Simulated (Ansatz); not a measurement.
Counterpoise correction, worked out

The pair of OH⁻ (SMILES [OH-], atoms 1–2) and N$_{2}$ (SMILES N#N, atoms 3–4), both closed shells, in one local arrangement (a lower one may exist), relaxed at PBE0-D4/def2-TZVPD:

```
atom    x (Å)    y (Å)    z (Å)
  O1   0.1169  -0.4108  -1.3775
  H2  -0.1991   0.4295  -1.7285
  N3  -0.1214   0.4511   1.7997
  N4   0.2036  -0.4699   1.3063
```

Program: Ansatz 0.2.0. Basis: def2-TZVPPD. Cores are frozen in the correlated methods.

CCSD(T) total energies in eV:

| system | geometry | basis functions | energy |
| --- | --- | --- | --- |
| pair | pair | all | -5036.52431 |
| OH⁻ | as in the pair | all (partner as ghosts) | -2060.09474 |
| N$_{2}$ | as in the pair | all (partner as ghosts) | -2976.35837 |
| OH⁻ | as in the pair | its own | -2060.08433 |
| N$_{2}$ | as in the pair | its own | -2976.35155 |
| OH⁻ | free (PBE0-D4 minimum) | its own | -2060.08430 |
| N$_{2}$ | free (PBE0-D4 minimum) | its own | -2976.34376 |

(1) Work out the interaction energy with and without the counterpoise correction, the superposition error, and the binding energy from the relaxed fragments.

T1 diagnostic: at most 0.025.

## Answers

(1) Without correction: -5036.52431 − (-2060.08433) − (-2976.35155) = -0.08843 eV.
With correction (each fragment in the whole basis): -5036.52431 − (-2060.09474) − (-2976.35837) = -0.07120 eV = -1.64 kcal/mol.
The superposition error is the difference, 0.01723 eV, 19 % of the uncorrected value: each fragment borrows its partner's functions.
Deformation from the free shapes: -0.00003 eV for OH⁻ and -0.00779 eV for N$_{2}$ (a small negative value is possible, since the free shapes are minima of another method).
Binding energy from relaxed fragments: -0.07120 + (-0.00003) + (-0.00779) = -0.07902 eV = -1.82 kcal/mol (electronic, without zero-point energy; negative means bound). For comparison, the corrected interaction energy by CCSD(T) at an estimated basis limit (MP2 extrapolated from triple and quadruple zeta, plus CCSD(T) − MP2 in triple zeta) is -0.091 eV; triple zeta with the correction binds less.

For scale, one of the runs: CCSD(T)/def2-TZVPPD, 131 basis functions, launched by `ansatz run in.yaml --threads 2 --pin off --events-out ev --progress --plain --max-ram 5222MiB`. The run took 11 s on 2 CPU threads of an Arm Neoverse V1 (shared host), with 0.69 GiB of host memory at its peak.
